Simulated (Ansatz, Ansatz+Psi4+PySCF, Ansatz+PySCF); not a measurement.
```xyz
4

N     0.0000    0.0000    0.1165
H     0.0000    1.8795   -0.6601
H     0.8138   -0.4699   -0.2718
H    -0.8138   -0.4699   -0.2718
```

Basis set: cc-pVTZ (spherical functions). Left uncorrelated: 1 orbital. Charge 0, multiplicity 1.

Computed with Ansatz (development build ahead of 0.2.0); each method stands on the lowest determinant of its kind that the runs found. Restricted open shells among the atoms or ions are ROHF, correlated in semicanonical orbitals with singles.

Question: Give the atomization energy at this shape (free ground-state atoms in the same class of orbitals less the molecule, no zero-point energy) of singlet NH₃ by RHF-CCSD(T), UHF-CCSD(T), UHF-MP2, RHF-MP2, UHF.

Answer:

| method | atomization energy |
| --- | --- |
| RHF-CCSD(T) | 8.36 eV |
| UHF-CCSD(T) | 8.19 eV |
| UHF-MP2 | 7.70 eV |
| RHF-MP2 | 7.65 eV |
| UHF | 5.11 eV |

Caution: the shape is not the minimum. Caution for RHF-CCSD(T), RHF-MP2: an unrestricted determinant lies well below. Caution for RHF-CCSD(T), UHF-CCSD(T), UHF-MP2, RHF-MP2: large amplitudes, a single reference is doubtful. Caution for RHF-CCSD(T): the amplitudes may be one of several solutions. Caution for UHF-CCSD(T), UHF-MP2: a plain start can end on a higher determinant. Caution for UHF-CCSD(T): another reference gives a lower total. Caution for UHF-CCSD(T), UHF-MP2, UHF: the unrestricted determinant is a mixture of spin states.
